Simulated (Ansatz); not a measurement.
Process, species as SMILES: [CH2][SiH3] (CH5Si) → [CH2-][SiH3] (an electron is taken up)

Wanted: adiabatic electron affinity (0 K, with zero-point energies), in eV. Positive where the reaction releases energy. Conventions: no dispersion term unless named; spin-orbit terms left out; UHF or UKS for open shells; non-relativistic; LANL2DZ with its own core potentials from Na on. First-principles rows: single points at B3LYP-D3(BJ) geometries (Ansatz, a quantum-chemistry and plane-wave program), with unscaled harmonic terms from B3LYP/6-31G* at its own minima. Sets without +, aug- or the D of def2-TZVPD hold no diffuse functions, which anions need.

| species | coefficient | E at B3LYP/LANL2DZ (Ansatz), Eh | E at wB97M-V/def2-TZVPD (Ansatz), Eh | zero-point energy, kcal/mol |
|---|---|---|---|---|
| [CH2][SiH3] (CH5Si) | +1 | -44.91746 | -330.49835 | 29.64 |
| [CH2-][SiH3] | -1 | -44.92662 | -330.53294 | 28.66 |

 1 Eh = 27.2114 eV and 1 eV = 23.0605 kcal/mol.

Problem. Work the quantity out at each level.

Solution. 
- B3LYP/LANL2DZ: the sum of coefficient times E is 0.00916 Eh, or 0.249 eV; the thermal terms add 0.042. Result: 0.29 eV.
- wB97M-V/def2-TZVPD: the sum of coefficient times E is 0.03459 Eh, or 0.941 eV; the thermal terms add 0.042. Result: 0.98 eV.
